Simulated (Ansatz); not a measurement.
A made-up structure of NaSiNH5 (charge +1), closed shell:

Na1  (-2.995, 0.259, -0.599)
N2  (0.557, -0.345, 0.679)
Si3  (-0.232, 0.387, -0.749)
H4  (0.193, -0.252, -1.943)
H5  (0.159, 1.744, -0.900)
H6  (0.197, 0.181, 1.475)
H7  (1.575, -0.305, 0.629)
H8  (0.218, -1.307, 0.701)
(Å)

It is relaxed with PBE-D4/def2-SVP and then PBE0-D4/def2-TZVP (Ansatz 0.2.0). Atoms count as bonded within 1.22 times the sum of their covalent radii (H–H: 0.88 Å). The end point is not checked to be a true minimum.

Question: Does its bonding change? (A judgement: the text doesn't fix the answer.)

Answer: Computed: No: no bond forms or breaks.

Where it ends: The first stage lowers the energy by 0.89 eV in 7 steps. It ends as NaSiNH₅ ([NH3][SiH2][Na]), total charge +1:
Na1  (-3.350, 0.363, -0.806)
N2  (0.577, -0.341, 0.672)
Si3  (-0.476, 0.411, -0.803)
H4  (0.299, -0.340, -1.844)
H5  (0.264, 1.714, -0.772)
H6  (0.381, 0.118, 1.559)
H7  (1.572, -0.227, 0.487)
H8  (0.406, -1.335, 0.800)
(Å)

Labels in which every atom is bracketed show which atoms are joined, not bond orders.

For scale, one of the runs: PBE0-D4/def2-TZVP relaxation, 130 basis functions, launched by `ansatz run in.yaml --threads 2 --pin off --events-out ev --progress --plain --max-ram 4352MiB`. Hardware: 2 CPU threads of an AMD EPYC 9R45, shared host. Wall time about 4.9 s.
